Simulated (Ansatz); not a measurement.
**H3Pt: from a trial structure to a relaxed crystal**

Level of theory: Ansatz, DFT PBE, scalar-relativistic, plane waves, PAW. Cutoff 420 eV, Γ-centred k mesh, Gaussian smearing, no spin polarisation in the final step.

The start puts H3Pt on the Cu3Au (L1_2) structure type (Pm-3m, No. 221), with Pt in place of Au, H in place of Cu, at a guessed volume.

```yaml
crystal:
  lattice:
    - [3.19651, 0.00000, 0.00000]
    - [0.00000, 3.19651, 0.00000]
    - [0.00000, 0.00000, 3.19651]
  atoms:
    - { symbol: H, position: [0.00000, 0.50000, 0.50000] }
    - { symbol: H, position: [0.50000, 0.00000, 0.50000] }
    - { symbol: H, position: [0.50000, 0.50000, 0.00000] }
    - { symbol: Pt, position: [0.00000, 0.00000, 0.00000] }
```

Cell and atoms relax at zero pressure; the relaxation can't lower the symmetry of the start. After a coarse first stage the cell is made exact in the group found at 0.06 Å.

Energies over the elements count from the elements' standard structures at the same level (H₂ as a molecule), with no empirical corrections.

**Question.** Describe the relaxed structure.

**Answer.** It keeps Pm-3m (No. 221). The result has the Cu3Au (L1_2) structure. Conventional cell: a = 2.961 Å. Around H lie 4 Pt at 2.09 Å and 8 H at 2.09 Å; Pt is coordinated by 12 H at 2.09 Å.

```
H Pt
1.0
     2.96098    0.00000    0.00000
     0.00000    2.96098    0.00000
     0.00000    0.00000    2.96098
H Pt
3 1
Direct
  0.00000 0.50000 0.50000
  0.50000 0.00000 0.50000
  0.50000 0.50000 0.00000
  0.00000 0.00000 0.00000
```

**Question.** What are its volume, energy, density and gap?

**Answer.** The volume per atom is 6.49 Å³. The density is 12.67 g/cm³, the energy over the elements is 0.52 eV/atom and the gap on the 16×16×16 mesh is 0 eV (a metal).

The final run used a 16×16×16 mesh on its 4-atom cell and 0.10 eV smearing. For metals, differences of a few meV/atom aren't resolved. Spin–orbit coupling is left out. Symmetry constrained the relaxation, so the result can be a saddle point.

Cost: 3 runs of about 0.12 core-minutes in all, on Intel Xeon 6975P-C (Granite Rapids) (shared hosts).